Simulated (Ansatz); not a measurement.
Consider the formal loss of a carbene: `CC(Cl)CF` → `FCCCl` + `[CH2]` (triplet).

Program: Ansatz. Geometries: PBE0-D4/def2-TZVP. ΔE: electronic, gas phase. CCSD(T)/CBS is the MP2 limit (def2-TZVPP, def2-QZVPP) plus CCSD(T) − MP2 in def2-TZVPP, frozen cores. This one scheme is used for every species. Functionals use def2-TZVPP. B3LYP here is the variant with VWN-RPA as its local correlation; programs differ in this. Triplets are unrestricted, without spin–orbit coupling. One conformer a species, not always the lowest.

```
             level  ΔE (kJ/mol)  difference from CCSD(T)/CBS
            PBE-D4        454.7                          3.9
         r2SCAN-D4        428.1                        -22.7
           PBE0-D4        446.2                         -4.6
          B3LYP-D4        440.7                        -10.1
           ωB97X-V        460.2                          9.4
            B2PLYP        438.5                        -12.3
               PBE        447.2                         -3.6
            r2SCAN        426.2                        -24.6
             B3LYP        428.7                        -22.1
    MP2/def2-TZVPP        454.0                          3.2
SCS-MP2/def2-TZVPP        452.5                          1.7
   CCSD/def2-TZVPP        427.3                        -23.5
CCSD(T)/def2-TZVPP        439.6                        -11.2
    MP2/def2-QZVPP        460.4                          9.6
     MP2/CBS(def2)        465.2                         14.4
    CCSD/CBS(def2)        438.6                        -12.2
       CCSD(T)/CBS        450.8                            0
```

Largest T1 diagnostic among the species: 0.011.

In def2-TZVPP, CCSD(T) changes the Hartree–Fock value by +141.7 kJ/mol (the triples alone add +12.3 kJ/mol) and MP2 by +156.1 kJ/mol. The D4 term adds +12.0 kJ/mol with B3LYP and +6.4 kJ/mol with PBE0; it sums over pairs of atoms, weighted by their polarisabilities, and B3LYP, whose exchange is more repulsive, gets the larger term.
